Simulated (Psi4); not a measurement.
# B3LYP/6-31G(d) (Cartesian functions) run of AlCl (aluminium monochloride)

Aim: the vertical singlet–triplet gap of AlCl (aluminium monochloride) at B3LYP/6-31G* (Cartesian functions), from 2 runs. 

Program for the calculation: Psi4 1.11.

4 further runs of the same task are left out: 4 that didn't finish.

### Step 1. Starting point

The species is AlCl (2 atoms), meant as a singlet with charge 0. SMILES: `[Al][Cl]`. Geometry: the measured bond length.

Bond lengths: Al1–Cl2 2.130 Å.

### Step 2. The energy at B3LYP/6-31G(d) (Cartesian functions)

The input, calc.in:

```
memory 1.6 GB

molecule {
  0 1
  Al     0.000000     0.000000     0.000000
  Cl     0.000000     0.000000     2.130113
  symmetry c1
  no_reorient
  no_com
}

set basis 6-31G*
set puream false
set e_convergence 1e-09
set d_convergence 1e-08
set scf_type pk
set dft_radial_points 99
set dft_spherical_points 590

result, w = energy("b3lyp", return_wfn=True)
oeprop(w, "DIPOLE", "LOWDIN_CHARGES", "MAYER_INDICES")
```

On the command line:

```
$ psi4 -i calc.in -o calc.out -n 1
```

calc.out:

```text
[...]
  Running in c1 symmetry.
[...]
  Nuclear repulsion =   54.902328448335837
[...]
  Multiplicity = 1
[...]
  Nalpha       = 15
  Nbeta        = 15
[...]
    Number of basis functions: 38
[...]
   @RKS iter   1:  -702.64523453341371   -2.90840e-01   6.81172e-03 ADIIS/DIIS
[...]
   @RKS iter   9:  -702.68693064078536   -1.13687e-12   1.04759e-09 DIIS
[...]
    Orbital Energies [Eh]
    ---------------------
    Doubly Occupied:
       1A   -101.523238     2A    -56.083572     3A     -9.442408
       4A     -7.200975     5A     -7.198906     6A     -7.198906
       7A     -4.166325     8A     -2.719426     9A     -2.719426
      10A     -2.716085    11A     -0.803160    12A     -0.406881
      13A     -0.327302    14A     -0.327302    15A     -0.250704
[...]
  @RKS Final Energy:  -702.68693064078536
   => Energetics <=
    Nuclear Repulsion Energy =             54.9023284483358367
    One-Electron Energy =               -1082.1239525270952981
    Two-Electron Energy =                 362.3117958052846461
    DFT Exchange-Correlation Energy =     -37.7771023673104693
    Empirical Dispersion Energy =           0.0000000000000000
    VV10 Nonlocal Energy =                  0.0000000000000000
    Total Energy =                       -702.6869306407853628
[...]
 Multipole Moments:
 ------------------------------------------------------------------------------------
     Multipole            Electronic (a.u.)      Nuclear  (a.u.)        Total (a.u.)
 ------------------------------------------------------------------------------------
 L = 1.  Multiply by 2.5417464519 to convert [e a0] to [Debye]
 Dipole X            :         -0.0000000            0.0000000           -0.0000000
 Dipole Y            :          0.0000000            0.0000000            0.0000000
 Dipole Z            :        -69.0522460           68.4306132           -0.6216329
 Magnitude           :                                                    0.6216329
[...]
```

Wall time 9 s (1 thread of Intel Xeon at 2.50GHz (Skylake/Cascade Lake), shared host); peak memory 0.31 GiB.

### Step 3. The triplet, same level

The input, alcl.xyz:

```xyz
2
AlCl
Al     0.000000     0.000000     0.000000
Cl     0.000000     0.000000     2.130113
```

The input, alcl.py:

```python
import psi4

psi4.set_memory('1600 MB')
psi4.set_num_threads(1)
psi4.core.set_output_file('psi4.out', False)

with open('alcl.xyz') as f:
    atoms = ''.join(f.readlines()[2:])
geom = psi4.geometry('0 3\n' + atoms + 'symmetry c1\nno_reorient\nno_com')

psi4.set_options({
    'reference': 'uks',
    'puream': False,
    'e_convergence': 1e-09,
    'd_convergence': 1e-08,
    'scf_type': 'pk',
    'dft_radial_points': 99,
    'dft_spherical_points': 590,
    'maxiter': 100,
})

result, w = psi4.energy('b3lyp/6-31G*', return_wfn=True)
psi4.oeprop(w, 'MULLIKEN_CHARGES', 'LOWDIN_CHARGES', 'MAYER_INDICES')
print('E =', round(result, 9))
for k, v in sorted(psi4.core.scalar_variables().items()):
    print(f'{k:45s} {v:18.10f}')
```

On the command line:

```
$ python alcl.py
```

psi4.out:

```text
[...]
  Running in c1 symmetry.
[...]
  Nuclear repulsion =   54.902328448335837
[...]
  Multiplicity = 3
[...]
  Nalpha       = 16
  Nbeta        = 14
[...]
    Number of basis functions: 38
[...]
   @UKS iter   1:  -702.53653886445363   -1.82145e-01   6.40918e-03 DIIS/ADIIS
[...]
   @UKS iter  10:  -702.57477719965971   -4.54747e-13   3.01233e-09 DIIS
[...]
   @S^2 Observed:                2.001401538E+00
[...]
    Orbital Energies [Eh]
    ---------------------
    Alpha Occupied:
       1A   -101.541029     2A    -56.115064     3A     -9.458460
       4A     -7.220758     5A     -7.214300     6A     -7.213445
       7A     -4.198761     8A     -2.753487     9A     -2.750969
      10A     -2.749834    11A     -0.817591    12A     -0.428276
      13A     -0.336942    14A     -0.336870    15A     -0.299702
      16A     -0.144999
    Alpha Virtual:
      17A     -0.089183    18A     -0.005469    19A      0.098266
      20A      0.154677    21A      0.161732    22A      0.185732
      23A      0.359636    24A      0.386643    25A      0.391040
[...]
  @UKS Final Energy:  -702.57477719965971
   => Energetics <=
    Nuclear Repulsion Energy =             54.9023284483358367
    One-Electron Energy =               -1081.4622375332764932
    Two-Electron Energy =                 361.7532172741984482
    DFT Exchange-Correlation Energy =     -37.7680853889175268
    Empirical Dispersion Energy =           0.0000000000000000
    VV10 Nonlocal Energy =                  0.0000000000000000
    Total Energy =                       -702.5747771996597066
[...]
 Multipole Moments:
 ------------------------------------------------------------------------------------
     Multipole            Electronic (a.u.)      Nuclear  (a.u.)        Total (a.u.)
 ------------------------------------------------------------------------------------
 L = 1.  Multiply by 2.5417464519 to convert [e a0] to [Debye]
 Dipole X            :          0.0000000            0.0000000            0.0000000
 Dipole Y            :         -0.0000000            0.0000000           -0.0000000
 Dipole Z            :        -69.2626990           68.4306132           -0.8320858
 Magnitude           :                                                    0.8320858
[...]
  Mulliken Charges: (a.u.)
   Center  Symbol    Alpha    Beta     Spin     Total
       1    AL     7.31690  5.46893  1.84797  0.21417
       2    CL     8.68310  8.53107  0.15203 -0.21417
   Total alpha = 16.00000, Total beta = 14.00000, Total charge =  0.00000
  Lowdin Charges: (a.u.)
   Center  Symbol    Alpha    Beta     Spin     Total
       1    AL     7.34174  5.53435  1.80739  0.12391
       2    CL     8.65826  8.46565  0.19261 -0.12391
  Total alpha = 16.00000, Total beta = 14.00000, Total charge =  0.00000
[...]
```

Standard output:

```text
E = -702.5747772
CURRENT ENERGY                                   -702.5747771997
CURRENT REFERENCE ENERGY                         -702.5747771997
DD SOLVATION ENERGY                                 0.0000000000
DFT FUNCTIONAL TOTAL ENERGY                      -702.5747771997
DFT TOTAL ENERGY                                 -702.5747771997
DFT VV10 ENERGY                                     0.0000000000
DFT XC ENERGY                                     -37.7680853889
GRID ELECTRONS ALPHA                               15.9999999149
GRID ELECTRONS BETA                                13.9999999197
GRID ELECTRONS TOTAL                               29.9999998347
NUCLEAR REPULSION ENERGY                           54.9023284483
ONE-ELECTRON ENERGY                             -1081.4622375333
PCM POLARIZATION ENERGY                             0.0000000000
PE ENERGY                                           0.0000000000
SCF ITERATION ENERGY                             -702.5747771997
SCF ITERATIONS                                     10.0000000000
SCF TOTAL ENERGY                                 -702.5747771997
TWO-ELECTRON ENERGY                               361.7532172742
XC GRID RADIAL POINTS                              99.0000000000
XC GRID SPHERICAL POINTS                          590.0000000000
XC GRID TOTAL POINTS                           109491.0000000000
```

It took 12 s on 1 thread of Intel Xeon at 2.50GHz (Skylake/Cascade Lake), shared host; peak memory 0.31 GiB.

### Step 4. Results

Level: B3LYP/6-31G* (Cartesian functions).

| quantity | value |
| --- | --- |
| singlet: total energy | -702.68693 Eh |
| singlet: dipole moment | 1.58 D |
| singlet: HOMO energy | -6.82 eV |
| singlet: LUMO energy | -1.79 eV |
| singlet: HOMO–LUMO gap | 5.04 eV |
| triplet: total energy | -702.57478 Eh |
| triplet: dipole moment | 2.11 D |
| triplet: HOMO energy (highest over α and β) | -3.95 eV |
| triplet: ⟨S²⟩ | 2.001 |
| vertical energy of the triplet above the singlet | 3.052 eV |

At this shape the triplet lies 3.05 eV (70 kcal/mol) above the singlet.
